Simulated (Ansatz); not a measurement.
# C2HCl2F (SMILES FC=C(Cl)Cl): HF/3-21G

What is the vertical singlet–triplet gap of C2HCl2F at HF/3-21G? 

Program for the calculation: Ansatz 0.2.0.

66 further runs of the same task are left out: 66 set aside as unsound or not needed. Runs told in other sessions of the task aren't counted.

## 1. The structure to begin with

C2HCl2F: 6 atoms, total charge 0, spin state singlet. As SMILES, `FC=C(Cl)Cl`. The shape is that of a PBE0-D4/def2-TZVP optimisation.

Bond lengths: F1–C2 1.325 Å, C2–C3 1.326 Å, C3–Cl4 1.703 Å, C3–Cl5 1.711 Å, C2–H6 1.082 Å. Angles: F1–C2–C3 121.8°, C2–C3–Cl4 122.7°, C2–C3–Cl5 120.2°, Cl4–C3–Cl5 117.2°, F1–C2–H6 114.8°, C3–C2–H6 123.4°.

## 2. The energy at HF/3-21G

The input, run.yaml:

```yaml
basis:
  gaussian:
    orbitals: 3-21G.json
crystal:
  periodic: [false, false, false]
  atoms:
    - {symbol: F, position_ang: [0.369860, -1.453540, 1.016570]}
    - {symbol: C, position_ang: [0.335170, -0.183710, 0.639080]}
    - {symbol: C, position_ang: [-0.249490, 0.193990, -0.489960]}
    - {symbol: Cl, position_ang: [-1.002700, -0.907170, -1.549080]}
    - {symbol: Cl, position_ang: [-0.269610, 1.845290, -0.936840]}
    - {symbol: H, position_ang: [0.816790, 0.505150, 1.320220]}
hamiltonian:
  xc: hf
accuracy: high
output: {orbitals: {seedname: orbitals}}
```

The basis set 3-21G is read from a file made from the Basis Set Exchange's data (not shown).

Started as:

```console
$ ansatz run run.yaml --threads 1 --pin off --max-ram 3480MiB --events-out events.jsonl --progress --plain --runs-dir runs
```

Standard output:

```text
Warning: RAYON_NUM_THREADS=1 ignored (pool sized by the plan → 1); use --threads N
Functional definition: HF
  name "HF"
  exchange = exact_x
  correlation = 0
1237 factors; integrals over basis functions are off by at most 1.2e-8 eV
mean field evaluation 1: about -29639.4626 eV, gradient 2.5e1 eV
mean field evaluation 2: about -29639.8943 eV, gradient 2.5e1 eV
mean field evaluation 4: about -29641.7943 eV, gradient 2.5e0 eV
mean field evaluation 8: about -29641.8275 eV, gradient 2.1e-1 eV
mean field evaluation 16: about -29641.8278 eV, gradient 1.1e-8 eV
mean field -29641.82784634 eV, -1089.3170814004 hartree, gradient 4.0e-8 eV, S^2 0.000000; 0 other end points of the search recorded, 0 dependent functions left out
reference -29641.82784634 eV, -1089.3170814004 hartree; 28, 28 occupied and 27, 27 virtual orbitals, 1237 factors
Total energy: -29641.82784634 eV, -1089.3170814004 hartree
```

Run time: 0.93 s. Hardware: 1 thread of Arm Neoverse V1, shared host; peak memory 0.13 GiB.

## 3. The triplet at the same level

run.yaml: that of step 2 with these lines changed.

```diff
@@ -1,4 +1 @@
-basis:
-  gaussian:
-    orbitals: 3-21G.json
 crystal:
@@ -12,2 +9,8 @@
     - {symbol: H, position_ang: [0.816790, 0.505150, 1.320220]}
+basis:
+  gaussian:
+    orbitals: 3-21G.json
+magnetization:
+  spin_polarized: true
+  initial_magnetization: 2
 hamiltonian:
```

The basis set 3-21G is read from a file made from the Basis Set Exchange's data (not shown).

Started as:

```console
$ ansatz run run.yaml --threads 1 --pin off --max-ram 3480MiB --events-out events.jsonl --progress --plain --runs-dir runs
```

Standard output:

```text
Warning: RAYON_NUM_THREADS=1 ignored (pool sized by the plan → 1); use --threads N
Functional definition: HF
  name "HF"
  exchange = exact_x
  correlation = 0
1237 factors; integrals over basis functions are off by at most 1.2e-8 eV
mean field evaluation 1: about -29633.2123 eV, gradient 1.8e1 eV
mean field evaluation 2: about -29633.2227 eV, gradient 1.8e1 eV
mean field evaluation 4: about -29635.4041 eV, gradient 2.6e0 eV
mean field evaluation 8: about -29635.5409 eV, gradient 3.6e-1 eV
mean field evaluation 16: about -29638.3961 eV, gradient 4.3e-1 eV
mean field -29638.39805952 eV, -1089.1910390597 hartree, gradient 2.2e-8 eV, S^2 2.029226; 0 other end points of the search recorded, 0 dependent functions left out
reference -29638.39805952 eV, -1089.1910390597 hartree; 29, 27 occupied and 26, 28 virtual orbitals, 1237 factors
Total energy: -29638.39805952 eV, -1089.1910390597 hartree
```

Wall time 2 s (1 thread of Arm Neoverse V1, shared host); peak memory 0.17 GiB.

## 4. Outcome

At HF/3-21G:

```
                                        quantity           value
                           singlet: total energy  -1089.31708 Eh
                            singlet: HOMO energy       -10.37 eV
                            singlet: LUMO energy         3.72 eV
                          singlet: HOMO–LUMO gap        14.09 eV
                           triplet: total energy  -1089.19104 Eh
     triplet: HOMO energy (highest over α and β)        -7.51 eV
      triplet: LUMO energy (lowest over α and β)         0.18 eV
                                   triplet: ⟨S²⟩           2.029
vertical energy of the triplet above the singlet        3.430 eV
```

**Reading.** At this shape the triplet lies 3.43 eV (79 kcal/mol) above the singlet.
